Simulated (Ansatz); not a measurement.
fcc Pb, relaxed in Ansatz (plane waves) with several semilocal functionals. Each gives its own volume and its own elastic constant C11:

```tsv
level	V0 (Å³/atom)	elastic constant C11 (GPa)	ln V0	ln C11
LDA	29.049	59.93	3.3690	4.0932
r²SCAN	31.134	50.49	3.4383	3.9218
PBE	32.012	47.11	3.4661	3.8525
```

Fit a straight line to ln C11 against ln V0. What does it predict for PBEsol, whose volume is 30.018 Å³/atom?

With x = ln V0 and y = ln C11: means 3.42447 and 3.95583; Σ(Δx Δy) = -0.01239, Σ(Δx²) = 0.005001, so the slope is -2.48. At x = 3.4018 the line gives y = 3.95583 + (-2.48) × (3.4018 − 3.42447) = 4.0121, or 55.26 GPa. The run with PBEsol gives 55.29 GPa, +0.1 % from the line. The rows used scatter about it by up to 0.0 %, while the largest value lies 27 % above the smallest.

Measured: 50 GPa (measured, temperature not stated, not corrected to a static lattice; as tabulated in Brink et al. (2023), arXiv:2211.14170).

Ansatz's density-functional and Hartree–Fock values are scalar-relativistic unless marked +SOC, with PAW data made under PBE.

Ansatz is a program for electronic structure.
